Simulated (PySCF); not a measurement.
C6H7 (charge +1).
InChI=1S/C6H7/c1-3-5-6-4-2/h1,4-6H,2H3/q+1/b6-5+

Torsions of this conformer, `[CH:1]#[C:2]/[CH:3]=[CH:4]/[CH+:5][CH3:6]`: C3–C4–C5–C6 180°.

The closed-shell ground state was solved at several levels (PySCF, density fitting, gas phase, non-relativistic). Isolated species at its PBE0-D3(BJ)/def2-SVP geometry (one conformer only).

```json
{"level": "KT3/pcSseg-1", "basis functions": "137", "total energy (Eh)": "-236.2957", "HOMO (eV)": "-12.23", "LUMO (eV)": "-9.68", "gap (eV)": "2.55"}
{"level": "PBE0/pcSseg-1", "basis functions": "137", "total energy (Eh)": "-232.1482", "HOMO (eV)": "-13.22", "LUMO (eV)": "-8.99", "gap (eV)": "4.23"}
{"level": "PBE/pcSseg-1", "basis functions": "137", "total energy (Eh)": "-232.1349", "HOMO (eV)": "-12.21", "LUMO (eV)": "-9.74", "gap (eV)": "2.47"}
{"level": "BLYP/pcSseg-1", "basis functions": "137", "total energy (Eh)": "-232.3541", "HOMO (eV)": "-12.05", "LUMO (eV)": "-9.55", "gap (eV)": "2.50"}
{"level": "BP86/pcSseg-1", "basis functions": "137", "total energy (Eh)": "-232.4429", "HOMO (eV)": "-12.31", "LUMO (eV)": "-9.82", "gap (eV)": "2.49"}
{"level": "B3LYP/pcSseg-1", "basis functions": "137", "total energy (Eh)": "-232.4541", "HOMO (eV)": "-13.02", "LUMO (eV)": "-9.13", "gap (eV)": "3.89"}
{"level": "HF/pcSseg-1", "basis functions": "137", "total energy (Eh)": "-230.8903", "HOMO (eV)": "-15.14", "LUMO (eV)": "-5.35", "gap (eV)": "9.79"}
{"level": "mPW1PW91/pcSseg-1", "basis functions": "137", "total energy (Eh)": "-232.3791", "HOMO (eV)": "-13.24", "LUMO (eV)": "-9.01", "gap (eV)": "4.23"}
{"level": "B97-D/pcSseg-1", "basis functions": "137", "total energy (Eh)": "-232.2725", "HOMO (eV)": "-12.16", "LUMO (eV)": "-9.62", "gap (eV)": "2.54"}
{"level": "LDA/pcSseg-1", "basis functions": "137", "total energy (Eh)": "-230.2631", "HOMO (eV)": "-12.36", "LUMO (eV)": "-9.93", "gap (eV)": "2.43"}
{"level": "OPBE/pcSseg-1", "basis functions": "137", "total energy (Eh)": "-232.3434", "HOMO (eV)": "-12.18", "LUMO (eV)": "-9.70", "gap (eV)": "2.48"}
```

(1) Estimate the row for KT2/pcSseg-1, a basis of 137 functions; the other rows only guide the guess.

(2) Over all these levels, which gives the widest orbital gap and which the narrowest?

(3) In the pcSseg-1 basis, how does the gap go with the fixed share of exact exchange?

Answers

(1) Total energy -236.6184 Eh, HOMO -12.22 eV, LUMO -9.67 eV, gap 2.55 eV.

(2) HF/pcSseg-1 (Hartree–Fock, all exact exchange) has the widest, 9.79 eV, and LDA/pcSseg-1 (LDA) the narrowest, 2.43 eV. From the narrowest to the widest the HOMO moves by -2.78 eV and the LUMO by +4.58 eV.

(3) LDA (0 %) 2.43 eV; PBE (0 %) 2.47 eV; OPBE (0 %) 2.48 eV; BP86 (0 %) 2.49 eV; BLYP (0 %) 2.50 eV; B97-D (0 %) 2.54 eV; KT3 (0 %) 2.55 eV; KT2 (0 %) 2.55 eV; B3LYP (20 %) 3.89 eV; PBE0 (25 %) 4.23 eV; mPW1PW91 (25 %) 4.23 eV; HF (100 %) 9.79 eV. Each rise in the share widens the gap here.

The pairwise dispersion term of B97-D wasn't added to the energies; at a given geometry it leaves orbitals and properties as they are.
